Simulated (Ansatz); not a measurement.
**wB97M-V/def2-TZVPP run of H2O2 (hydrogen peroxide)**

Aim: the vertical ionisation energy of H2O2 (hydrogen peroxide) at wB97M-V/def2-TZVPP, from 2 runs. 

Program for the calculation: Ansatz 0.2.0.

38 further runs of the same task are left out: 38 set aside as unsound or not needed.

## (1) The structure to begin with

The species is H2O2 (4 atoms), meant as a singlet with charge 0. As SMILES, `OO`. Geometry: relaxed at PBE0-D4/def2-TZVP.

Bond lengths: O1–O2 1.426 Å, O1–H3 0.965 Å, O2–H4 0.965 Å. Angles: O1–O2–H4 101.1°, O2–O1–H3 101.1°.

## (2) The energy at wB97M-V/def2-TZVPP

in.yaml reads:

```yaml
crystal:
  periodic: [false, false, false]
  atoms:
    - {symbol: O, position_ang: [-0.486800, -0.581100, 0.030600]}
    - {symbol: O, position_ang: [0.048300, 0.728400, 0.206900]}
    - {symbol: H, position_ang: [0.186400, -1.117000, 0.467400]}
    - {symbol: H, position_ang: [0.252100, 0.969800, -0.704900]}
basis:
  gaussian: {orbitals: def2-TZVPP}
hamiltonian: {xc: {name: wB97M-V}}
accuracy: high
output: {orbitals: {seedname: orbitals}}
```

Command:

```console
$ ansatz run in.yaml --threads 1 --pin off --max-ram 3480MiB --events-out events.jsonl --progress --plain --runs-dir runs
```

The log of the run:

```text
Warning: RAYON_NUM_THREADS=1 ignored (pool sized by the plan → 1); use --threads N
Functional definition: wB97M-V
  name "wB97M-V"
  parameter omega = 0.3/bohr
  parameter cx = 0.15
  parameter cx01 = 1.007
  parameter cx10 = 0.259
  parameter css00 = 0.443
  parameter css04 = -1.437
  parameter css10 = -4.535
  parameter css20 = -3.390
  parameter css43 = 4.278
  parameter cos00 = 1.000
  parameter cos10 = 1.358
  parameter cos20 = 2.924
  parameter cos21 = -8.812
  parameter cos60 = -1.390
  parameter cos61 = 9.142
  parameter b = 6.0
  parameter c = 0.01
  gx(w, u) = 1 - cx + cx01*u + cx10*w
  gss(w, u) = css00 + css04*u^4 + css10*w + css20*w^2 + css43*w^4*u^3
  gos(w, u) = cos00 + cos10*w + (cos20 + cos21*u)*w^2 + (cos60 + cos61*u)*w^6
  exchange = spin_sum(e_x_unif_sr(omega)*gx(b97_w, b97_u_x)) + cx*exact_x_sr(omega) + exact_x_lr(omega)
  correlation = spin_sum(e_c_pw_mod_same_spin*gss(b97_w, b97_u_same))
      + integral(e_c_pw_mod_opposite_spin*gos(b97_w_opposite, b97_u_opposite)) + vv10(b, c)
1537 factors; integrals over basis functions are off by at most 3.6e-9 eV
199 factors; integrals over basis functions are off by at most 2.1e-9 eV
mean field evaluation 1: about -4122.6888 eV, gradient 3.3e1 eV
mean field evaluation 2: about -4123.4844 eV, gradient 2.6e1 eV
mean field evaluation 4: about -4124.4621 eV, gradient 4.2e-1 eV
mean field evaluation 8: about -4124.4604 eV, gradient 1.2e-2 eV
mean field evaluation 16: about -4124.4604 eV, gradient 1.3e-5 eV
mean field -4124.46038838 eV, -151.5711236133 hartree, gradient 2.2e-8 eV, S^2 0.000000; 0 other end points of the search recorded, 0 dependent functions left out
reference -4124.46039127 eV, -151.5711237194 hartree; 9, 9 occupied and 81, 81 virtual orbitals, 1537 factors
Total energy: -4124.46039127 eV, -151.5711237194 hartree
```

It took 15 s on 1 thread of Arm Neoverse V2, shared host; peak memory 0.29 GiB.

## (3) The doublet cation at the same level

molecule.yaml reads:

```yaml
crystal:
  periodic: [false, false, false]
  atoms:
    - {symbol: O, position_ang: [-0.486800, -0.581100, 0.030600]}
    - {symbol: O, position_ang: [0.048300, 0.728400, 0.206900]}
    - {symbol: H, position_ang: [0.186400, -1.117000, 0.467400]}
    - {symbol: H, position_ang: [0.252100, 0.969800, -0.704900]}
basis:
  gaussian:
    orbitals: def2-TZVPP
total_charge: 1
magnetization:
  spin_polarized: true
  initial_magnetization: 1
hamiltonian:
  xc: {name: wB97M-V}
accuracy: high
output: {orbitals: {seedname: orbitals}}
```

Command:

```console
$ ansatz run molecule.yaml --threads 1 --pin off --max-ram 3480MiB --events-out events.jsonl --progress --plain --runs-dir runs
```

The log of the run:

```text
Warning: RAYON_NUM_THREADS=1 ignored (pool sized by the plan → 1); use --threads N
[... 19 set-up lines as earlier in the session ...]
  gx(w, u) = 1 - cx + cx01*u + cx10*w
  gss(w, u) = css00 + css04*u^4 + css10*w + css20*w^2 + css43*w^4*u^3
  gos(w, u) = cos00 + cos10*w + (cos20 + cos21*u)*w^2 + (cos60 + cos61*u)*w^6
[... 2 set-up lines as earlier in the session ...]
      + integral(e_c_pw_mod_opposite_spin*gos(b97_w_opposite, b97_u_opposite)) + vv10(b, c)
1537 factors; integrals over basis functions are off by at most 3.6e-9 eV
199 factors; integrals over basis functions are off by at most 2.1e-9 eV
mean field evaluation 1: about -4109.7441 eV, gradient 3.2e1 eV
mean field evaluation 2: about -4111.5354 eV, gradient 2.2e1 eV
mean field evaluation 4: about -4112.8961 eV, gradient 3.0e-1 eV
mean field evaluation 8: about -4112.9446 eV, gradient 4.4e-2 eV
mean field evaluation 16: about -4112.9447 eV, gradient 8.6e-4 eV
mean field evaluation 32: about -4112.9447 eV, gradient 3.9e-7 eV
mean field -4112.94465605 eV, -151.1479282559 hartree, gradient 5.6e-8 eV, S^2 0.753482; 2 other end points of the search recorded, 0 dependent functions left out
reference -4112.94465854 eV, -151.1479283474 hartree; 9, 8 occupied and 81, 82 virtual orbitals, 1537 factors
Total energy: -4112.94465854 eV, -151.1479283474 hartree
```

It took 41 s on 1 thread of Arm Neoverse V2, shared host; peak memory 0.48 GiB.

## (4) What came out

Level: wB97M-V/def2-TZVPP.

```
                                          quantity          value
                        singlet H2O2: total energy  -151.57112 Eh
                         singlet H2O2: HOMO energy      -10.69 eV
                         singlet H2O2: LUMO energy        2.41 eV
                       singlet H2O2: HOMO–LUMO gap       13.10 eV
                      doublet cation: total energy  -151.14793 Eh
doublet cation: HOMO energy (highest over α and β)      -21.52 eV
 doublet cation: LUMO energy (lowest over α and β)      -12.39 eV
                              doublet cation: ⟨S²⟩          0.753
vertical ionisation energy (to the doublet cation)      11.516 eV
```

What this shows: The vertical ionisation energy comes to 11.52 eV (266 kcal/mol). The negative HOMO energy of the first species, 10.69 eV, lies 0.83 eV below that difference.
